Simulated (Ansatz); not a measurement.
Basis-set extrapolation for `N[SiH2]` radical (PBE0-D4/def2-TZVP geometry, frozen core, Ansatz 0.2.0). Multiplicity 2, UHF reference.

|  | def2-TZVPP | def2-QZVPP |
| --- | --- | --- |
| HF | -345.728775 | -345.741241 |
| MP2 correlation | -0.326426 | -0.350238 |
| CCSD(T) correlation | -0.366356 | not run |

Energies in hartree. Use E(X) = E(∞) + A·exp(−7.88·√X) for Hartree–Fock and E(X) = E(∞) + B·X^(−2.97) for correlation, with X = 3 and 4, and add CCSD(T) minus MP2 of the smaller set to the MP2 limit.

Problem. What is the CCSD(T) energy at the basis-set limit?

Solution. HF limit: -345.741241 + (-0.012466) × 0.13774 = -345.74296. MP2 limit: -0.350238 + (-0.023812) × 0.74074 = -0.36788. Higher-order term: -0.366356 − (-0.326426) = -0.03993. Total: -346.15077 hartree, 146.1 kJ/mol below CCSD(T)/def2-TZVPP.
